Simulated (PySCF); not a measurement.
Geometry (Å), atoms numbered from 1 in this order:
```xyz
11

C     1.142    0.636   -0.074
B     0.194   -0.659    0.067
N    -1.349   -0.119    0.258
H     2.186    0.317   -0.220
H     0.894    1.276   -0.942
H     1.144    1.286    0.822
H     0.400   -1.332    1.075
H     0.138   -1.357   -0.944
H    -2.001   -0.898    0.345
H    -1.433    0.461    1.094
H    -1.637    0.446   -0.542
```

Geometry: PBE0-D3(BJ)/def2-SVP; GIAO absolute shieldings from PySCF 2.14, gas phase, non-relativistic, averaged over equivalent atoms.

At PBE0/6-31G* (58 basis functions, 3.4 s wall time on 1 thread of an Arm Neoverse V1, shared host):
| atoms | σ (ppm) |
| --- | --- |
| C1 | 189.3 |
| B2 | 129.3 |
| N3 | 227.8 |
| H7/H8 | 29.32 |
| H9/H10/H11 | 29.84 |
| H4/H5/H6 | 32.03 |

Estimate the result of repeating the calculation with B3LYP/pcSseg-2.

Results:


```csv
atoms,σ at B3LYP/pcSseg-2,change
C1,173.6,-15.7
B2,111.8,-17.5
N3,209.8,-18.0
H7/H8,29.08,-0.24
H9/H10/H11,28.76,-1.08
H4/H5/H6,31.48,-0.55
```

The largest change is at N3 (donor nitrogen of a Lewis adduct). Cost: 220 basis functions, 11 s wall time on 1 thread of an Arm Neoverse V2, shared host.

A carbon bonded to boron is broadened by the quadrupolar boron nucleus and is often missing from a measured spectrum.
